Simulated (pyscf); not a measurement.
Thermochemistry of product channels of `[CH2]=[C]=[CH2]` + `[CH]=[CH2]` [doublet] on the doublet surface, in kcal/mol, from ωB97M-D3(BJ)/def2-TZVP energies (ideal gas, 1 atm, RRHO with modes under 100 cm⁻¹ raised to 100, one conformer, R ln 2 for chiral ones without a mode under 150 cm⁻¹). PySCF, gas phase, ωB97X-D3(BJ)/def2-SVP geometries.

| products | ΔE | ΔH(298 K) | ΔG(600 K) | ΔG(1200 K) |
|---|---|---|---|---|
| `[CH2][C](=[CH2])[CH]=[CH2]` [doublet] | -61.7 | -58.2 | -34.9 | -12.5 |
| `[CH2]=[C][CH2][CH]=[CH2]` [doublet] | -38.0 | -34.1 | -12.2 | +9.2 |

The channel to H₂C=C•–CH₂–CH=CH₂ turns unfavourable between 298 and 1200 K (ΔG from -23.2 kcal/mol to +9.2 kcal/mol).

These are energies of the channels, which say nothing of barriers.
